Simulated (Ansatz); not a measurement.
Cartesian coordinates in Å:
```
N 0.232 1.867 -1.881
C 0.168 1.306 -0.750
N -0.012 -0.052 -0.532
C -0.050 -0.422 0.691
N -0.217 -1.702 1.053
H 0.130 1.160 -2.611
H 0.262 1.941 0.144
H 0.052 0.278 1.530
H -0.319 -2.404 0.340
H -0.246 -1.972 2.017
```

Total charge 0; spin multiplicity 1.

Q: List the PBE/def2-TZVPP orbital energies in eV (Ansatz). (An estimate is asked.)

A: The calculation gave: Occupied: -381.81, -380.20, -379.37, -271.27, -270.15, -24.55, -22.92, -21.17, -16.25, -15.04, -13.68, -12.61, -11.81, -10.23, -10.02, -8.21, -6.42, -5.88, -5.88. Lowest empty: -1.47, -0.14, 0.45, 0.63, 1.77, 2.08, 2.67, 2.99.
